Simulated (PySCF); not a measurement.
BOCl, optimised at HF/6-31G*:

```xyz
3

B      0.1001     0.1079    -0.0808
O      0.8079     0.8705    -0.6524
Cl    -0.9080    -0.9784     0.7332
```

Method: PySCF energies (xtb for GFN2) plus ideal-gas RRHO corrections (1 bar). 6-31G* has spherical d functions here. All species are closed-shell singlets. B3LYP is the form with VWN-RPA correlation.

List the harmonic frequencies (cm⁻¹, unscaled) at this level and at the other levels, each on its own geometry.


- HF/6-31G*: 448, 448, 724, 2199
- B3LYP/6-31G*: 408, 408, 688, 2036
- GFN2-xTB: 364, 364, 645, 2065
- PBE/def2-SVP: 388, 388, 679, 1991
- PBE0/def2-TZVP: 420, 420, 699, 2040
